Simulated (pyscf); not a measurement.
PySCF, gas phase, ωB97X-D3(BJ)/def2-SVP geometries.

### Question
For the elementary gas-phase step HO–PH₂ → O=PH + hydrogen (H₂) (singlet surface; H–P, H–O broken, H–H formed), what barrier and reaction energy does ωB97M-D3(BJ)/def2-TZVP give, measured from the reactant's lowest minimum found?

### Answer
ΔE‡ = 308.8 kJ/mol, ΔE = +144.8 kJ/mol. Zero-point energy shifts the barrier by -16.8 kJ/mol. It is an elimination, with an imaginary mode of 2053i cm⁻¹. At the saddle there is also a short H–P contact that neither side keeps. One saddle was located; it need not be the lowest between these sides.
